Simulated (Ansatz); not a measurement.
This script drives the Ansatz DFT code, driven from Python.

`opt.py`
```python
# -*- coding: utf-8 -*-
import itertools

import ansatz as az
from ase import Atoms
from ase.data import atomic_numbers, covalent_radii
import numpy as np

params = {
    "basis": "def2-SVP",
    "xc": "b3lyp",
}

atoms = Atoms(["C", "O", "C", "C", "C", "O", "H", "H", "H", "H", "H", "H", "H", "H"], positions=[
    [2.202, -0.5692, 0.127],
    [1.0161, -0.1277, 0.7706],
    [0.0601, 0.5243, -0.0848],
    [-1.3285, 0.738, 0.5209],
    [-1.7625, -0.3664, -0.4339],
    [-0.4864, -0.3381, -1.1136],
    [1.9695, -1.3521, -0.6003],
    [2.8754, -0.9801, 0.8836],
    [2.6984, 0.2693, -0.3701],
    [0.4809, 1.4368, -0.5233],
    [-1.428, 0.4957, 1.5817],
    [-1.7649, 1.7199, 0.3195],
    [-1.9449, -1.3422, 0.026],
    [-2.5871, -0.1082, -1.1035],
])
system = az.Crystal.molecule_from_ase(atoms)

setup = (
    system.calculation()
    .basis(gaussian=params["basis"])
    .functional(params["xc"])
    .accuracy("medium")
)
symbols = [site.symbol for site in system.cartesian_sites]
start = np.array([site.position_ang for site in system.cartesian_sites], dtype=float)
def progress(event):
    if event["event"] == "relax_step":
        row = event["data"]
        print(f"step {row['step']:3d}  E = {row['lagrangian_ev']:.6f} eV  largest force component {row['allowed_force_max_ev_ang']:.4f} eV/A")


r = setup.relax(force_tolerance=0.01, max_steps=100).session().plan().execute(on_event=progress).report
end = np.array(r["positions_ang"])

print(f"E = {r['free_energy_ev']:.6f} eV = {r['free_energy_ev'] / 27.211386246:.7f} Ha")
print("converged:", r["converged"], " doubts:", r["published_state_doubts"] or "none")

radius = [covalent_radii[atomic_numbers[s]] for s in symbols]
span = lambda where, i, j: np.linalg.norm(where[i] - where[j])
bonded = [(i, j) for i, j in itertools.combinations(range(len(symbols)), 2) if min(span(start, i, j), span(end, i, j)) < 1.2 * (radius[i] + radius[j])]
print("pair        before    after (A)")
for i, j in bonded:
    print(f"{symbols[i]}{i}-{symbols[j]}{j}".ljust(10), f"{span(start, i, j):8.4f} {span(end, i, j):8.4f}")

charges = r["charge_distribution"]
dipole = np.array(charges["dipole_moment_e_ang"]) * 4.803205
print("dipole (D): {:.3f} {:.3f} {:.3f}, length {:.3f}".format(*dipole, np.linalg.norm(dipole)))
print("atom  Mulliken   Lowdin")
for symbol, m, l in zip(symbols, charges["mulliken_charges_e"], charges["lowdin_charges_e"]):
    print(f"{symbol:4s} {m:9.3f} {l:8.3f}")
with open("c4h8o2_opt.xyz", "w") as handle:
    handle.write(f"{len(symbols)}\nrelaxed C4H8O2\n")
    handle.writelines(f"{s:2s} {x:11.6f} {y:11.6f} {z:11.6f}\n" for s, (x, y, z) in zip(symbols, end))
```

It is started by `python opt.py`. Estimate its wall time and peak memory on 1 thread of Intel(R) Xeon(R) 6975P-C (Granite Rapids) (shared host).

It took about 50 s, with a peak of 0.38 GiB, for 1 run of the engine.

```console
$ python opt.py
step   1  E = -8364.922983 eV  largest force component 1.2487 eV/A
step   2  E = -8365.046975 eV  largest force component 0.6385 eV/A
step   3  E = -8365.063007 eV  largest force component 0.1599 eV/A
step   4  E = -8365.065273 eV  largest force component 0.0551 eV/A
step   5  E = -8365.066689 eV  largest force component 0.0505 eV/A
step   6  E = -8365.068010 eV  largest force component 0.0547 eV/A
step   7  E = -8364.872595 eV  largest force component 2.3057 eV/A
step   8  E = -8365.068925 eV  largest force component 0.0196 eV/A
step   9  E = -8365.069226 eV  largest force component 0.0256 eV/A
step  10  E = -8365.069289 eV  largest force component 0.0224 eV/A
step  11  E = -8365.069317 eV  largest force component 0.0053 eV/A
E = -8365.069557 eV = -307.4106362 Ha
converged: True  doubts: none
pair        before    after (A)
C0-O1        1.4197   1.4128
C0-H6        1.0936   1.1039
C0-H7        1.0930   1.0990
C0-H8        1.0939   1.1081
O1-C2        1.4390   1.3838
C2-C3        1.5300   1.5333
C2-O5        1.4494   1.4354
C2-H9        1.0964   1.1110
C3-C4        1.5231   1.5403
C3-H10       1.0927   1.0981
C3-H11       1.0932   1.0985
C4-O5        1.4461   1.4397
C4-H12       1.0941   1.1044
C4-H13       1.0932   1.1039
dipole (D): -0.282 0.880 0.262, length 0.960
atom  Mulliken   Lowdin
C        0.188    0.093
O       -0.349    0.038
C        0.273   -0.049
C       -0.021   -0.018
C        0.211    0.071
O       -0.390   -0.011
H        0.021   -0.024
H        0.025   -0.017
H       -0.004   -0.026
H       -0.022   -0.035
H        0.028    0.009
H        0.018    0.007
H        0.012   -0.019
H        0.009   -0.020
```

`c4h8o2_opt.xyz`, as written:
```text
14
relaxed C4H8O2
C     2.194812   -0.499356    0.145137
O     0.984435   -0.102951    0.756517
C     0.065020    0.451794   -0.116308
C    -1.294363    0.698607    0.548672
C    -1.812250   -0.354252   -0.449284
O    -0.505625   -0.488253   -1.038817
H     2.025311   -1.284531   -0.612127
H     2.849743   -0.895075    0.933996
H     2.701395    0.356484   -0.343532
H     0.527607    1.295423   -0.671947
H    -1.305290    0.406259    1.607084
H    -1.700178    1.712488    0.430048
H    -2.173263   -1.300387   -0.008702
H    -2.557255    0.003749   -1.180936
```

What to keep in mind:
- The settings weren't tested for convergence.
- The end point is the stationary point reached from this start; no frequency run checks that it is a minimum, and the basis set is modest.
- The Löwdin charges here are taken after orthogonalising the functions within each atom; they differ from plain Löwdin charges, and their signs can be unphysical.
- b3lyp holds the VWN-RPA fit, as in Gaussian; the form of ORCA and Turbomole is b3lyp5.

(A comment or docstring line of the script was reworded after the run, the code is as it ran; lines on the test bed's own set-up are left out of the output.)
